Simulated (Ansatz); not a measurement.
What a trial cell of SbS3 relaxes into

These are results of DFT r2SCAN, scalar-relativistic, plane waves, PAW (Ansatz), not measurements. Cutoff 500 eV, Γ-centred k mesh, Gaussian smearing, no spin polarisation in the final step.

A relaxed cell is given with its space group left out.

```yaml
crystal:
  lattice:
    - [5.50398, 0.00000, 0.00000]
    - [-2.75199, 4.76658, 0.00000]
    - [0.00000, 0.00000, 6.39753]
  atoms:
    - { symbol: Sb, position: [0.33333, 0.66667, 0.25000] }
    - { symbol: Sb, position: [0.66667, 0.33333, 0.75000] }
    - { symbol: S, position: [0.83081, 0.66162, 0.25000] }
    - { symbol: S, position: [0.16919, 0.83081, 0.75000] }
    - { symbol: S, position: [0.33838, 0.16919, 0.25000] }
    - { symbol: S, position: [0.16919, 0.33838, 0.75000] }
    - { symbol: S, position: [0.83081, 0.16919, 0.25000] }
    - { symbol: S, position: [0.66162, 0.83081, 0.75000] }
```

Energies over the elements count from the elements' standard structures at the same level, with no empirical corrections.

What space group does it have?

P6_3/mmc (No. 194). Conventional cell: a = 5.504 Å, c = 6.398 Å. Sb has 6 S at 2.75 Å; around S lie 4 S at 2.71–2.79 Å and 2 Sb at 2.75 Å.

How far does it lie from the elements in energy?

0.74 eV/atom.

Is it a metal?

Yes, bands cross the Fermi level on the 12×12×6 mesh.

The final run used a 12×12×6 mesh on its 8-atom cell and 0.10 eV smearing. For metals, differences of a few meV/atom aren't resolved. Weakly bound directions are ill-defined at this level, which has no dispersion term. Spin–orbit coupling is left out. The cell came from a trial start, so SbS3 may not exist in this structure.

Cost: 4 runs of about 15 core-minutes in all, on AMD EPYC 7R43 (Zen 3) (shared hosts).